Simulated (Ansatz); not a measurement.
**Relative stability**

Two relaxed structures of SiNH₄ (charge -1), closed shell (PBE0-D4/def2-TZVPD; forces vanish, vibrations not checked).

A:

N1  (0.487, -1.159, 0.771)
Si2  (-0.242, 0.404, 0.154)
H3  (1.029, -1.699, 0.106)
H4  (-1.240, -0.214, -0.852)
H5  (0.755, 0.795, -0.982)
H6  (1.069, -1.004, 1.583)
(Å)

B:

```xyz
6
angstrom
N 0.5774 -0.8493 0.9352
Si -0.1507 0.2536 -0.0647
H 0.9857 -1.6517 0.4640
H -1.3550 -0.1515 -0.9335
H 0.6650 0.9963 -1.1382
H -0.7224 1.4027 0.7372
```

Computed with Ansatz 0.2.0 (basis: def2-TZVPPD); correlated methods freeze the cores. B3LYP uses VWN-RPA correlation.

**Question.** Which structure is lower at CCSD(T), and by how much? (To be estimated.)

**Answer.** By the calculation: B, by 2.91 kcal/mol (electronic energy, against the other). By their contacts, A is SiNH₄ ([NH2][SiH2]), total charge -1 and B is SiNH₄ ([NH][SiH3]), total charge -1.

All methods give the same order:

```csv
method,E(B) − E(A) (kcal/mol)
PBE-D4,-2.00
r2SCAN-D4,-4.13
PBE0-D4,-1.36
B3LYP-D4,-3.09
wB97M-V,-1.95
HF,-2.06
MP2,-6.06
CCSD,-2.31
CCSD(T),-2.91
```

The T1 diagnostic stays at or below 0.015.

Labels in which every atom is bracketed show which atoms are joined, not bond orders.

For scale, one of the runs: CCSD(T)/def2-TZVPPD, 153 basis functions, launched by `ansatz run in.yaml --threads 2 --pin off --events-out ev --progress --plain --max-ram 4352MiB`. The run took 11 s on 2 CPU threads of an Arm Neoverse V2 (shared host), with 0.97 GiB of host memory at its peak.
